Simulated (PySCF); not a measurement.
C3H4NP.
Structure used (PBE0-D3(BJ)/def2-SVP), in Å, numbered top down from 1:
```xyz
9
C3H4NP angstrom
C      1.518    0.655   -0.063
P      0.891   -0.759    0.532
C     -0.833   -0.854   -0.246
C     -1.195    0.244   -1.112
N     -1.415    1.153   -1.795
H      1.007    1.342   -0.750
H      2.529    0.939    0.250
H     -1.558   -0.934    0.582
H     -0.887   -1.805   -0.801
```

Computed at PBE0/pcSseg-1 (PySCF, non-relativistic), with Q(14N) = 0.02044 b: N5, 14N (I = 1): χzz = -4.445 MHz, η = 0.029.

(1) Where would the pure quadrupole (NQR) lines of 14N at N5 fall for the rigid, isolated species?

## Answers

(1) From ν± = (3/4)|χ|(1 ± η/3) and ν0 = |χ|η/2: ν+ 3.366 MHz, ν− 3.302 MHz, ν0 0.064 MHz (nitrile nitrogen).

In a crystal, neighbours and librations shift these lines. With a basis this small, the couplings can be 20 % off.

One conformer stands for the species.
